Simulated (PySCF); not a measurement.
# BSiH3 (SMILES B[SiH]): UM06-2X/STO-3G

What is the energy change on altering one bond length of BSiH3 at UM06-2X/STO-3G? Input form: a Python script.

Program for the calculation: PySCF 2.14.0.

13 further runs of the same task are left out: 1 that didn't finish, 12 set aside as unsound or not needed.

### Step 1. The molecule

The species is BSiH3 (5 atoms), meant as a triplet with charge 0. As SMILES, `B[SiH]`. The shape is that of a GFN2-xTB optimisation.

Bond lengths: B1–Si2 1.878 Å, B1–H3 1.179 Å, B1–H4 1.176 Å, Si2–H5 1.476 Å. Angles: B1–Si2–H5 134.9°, Si2–B1–H3 120.6°, Si2–B1–H4 121.0°, H3–B1–H4 118.4°.

### Step 2. A single-point energy at UM06-2X/STO-3G

Contents of geometry.xyz:

```xyz
5

B     -0.206730    -0.708170     0.126670
Si     0.760780     0.829450    -0.350440
H     -1.303690    -0.620750     0.549520
H      0.263590    -1.779740     0.010050
H      0.486040     2.279200    -0.335800
```

Contents of calc.py:

```python
from pyscf import gto, dft

mol = gto.Mole()
mol.atom = 'geometry.xyz'
mol.spin = 2
mol.max_memory = 1860
mol.verbose = 3
mol.basis = 'sto-3g'
mol.charge = 0
mol.build()

calc0 = dft.UKS(mol, xc='m06-2x')
calc0.conv_tol = 1e-10
calc0.grids.level = 5
calc0.kernel()
if not calc0.converged:
    calc0 = calc0.newton().run(calc0.mo_coeff, calc0.mo_occ)

e_tot = calc0.e_tot
print('E = %.10f Eh' % e_tot)
```

Launch:

```bash
$ OMP_NUM_THREADS=1 python calc.py
```

Standard output:

```text
WARN: HOMO -0.0892751635554185 >= LUMO -0.106136447518173

converged SCF energy = -312.332994092527  <S^2> = 2.00118  2S+1 = 3.0007866
E = -312.3329940925 Eh
```

It took 4.8 s on 1 thread of Arm Neoverse V2, shared host; peak memory 0.21 GiB.

### Step 3. The distorted shape, same level

Contents of input.py:

```python
from pyscf import gto, dft

system = gto.M(
    atom='''
B      0.670848    -0.778107    -0.211614
Si     1.638358     0.759513    -0.688724
H     -1.303690    -0.620750     0.549520
H      1.141168    -1.849677    -0.328234
H      1.363618     2.209263    -0.674084
''',
    spin=2,
    basis='sto-3g',
    verbose=3,
    max_memory=1860,
    charge=0,
)

mf = dft.UKS(system)
mf.xc = 'm06-2x'
mf.grids.level = 5
mf.conv_tol = 1e-10
mf.kernel()
if not mf.converged:
    mf = mf.newton().run(mf.mo_coeff, mf.mo_occ)

e_final = mf.e_tot
print('E = %.10f Eh' % e_final)
```

Launch:

```bash
$ OMP_NUM_THREADS=1 python input.py
```

Standard output:

```text
WARN: HOMO -0.0989609486194841 >= LUMO -0.108828348544041

converged SCF energy = -312.166648082794  <S^2> = 2.1729835  2S+1 = 3.1131871
E = -312.1666480828 Eh
```

Run time: 6.3 s. Hardware: 1 thread of Arm Neoverse V2, shared host; peak memory 0.21 GiB.

### Step 4. Results

At UM06-2X/STO-3G:

| quantity | value |
| --- | --- |
| first shape: total energy | -312.33299 Eh |
| first shape: dipole moment | 1.86 D |
| first shape: HOMO energy (highest over α and β) | -4.27 eV |
| first shape: LUMO energy (lowest over α and β) | 2.09 eV |
| first shape: ⟨S²⟩ | 2.001 |
| distorted shape: total energy | -312.16665 Eh |
| distorted shape: dipole moment | 2.07 D |
| distorted shape: HOMO energy (highest over α and β) | -4.24 eV |
| distorted shape: LUMO energy (lowest over α and β) | 1.69 eV |
| distorted shape: ⟨S²⟩ | 2.173 |
| energy change with the B1–H3 bond stretched from 1.179 to 2.122 Å | 4.527 eV |

With the B1–H3 bond stretched from 1.179 to 2.122 Å the energy rises by 4.53 eV (437 kJ/mol). The first shape isn't relaxed at this level, so the change isn't measured from a minimum. The minimal basis adds a large error of its own. Mulliken charges (first shape) run from -0.13 on H5 to +0.34 on Si2; they depend strongly on the basis. ⟨S²⟩ (distorted shape) is 2.17 where a pure triplet has 2.00: the reference is spin-contaminated.
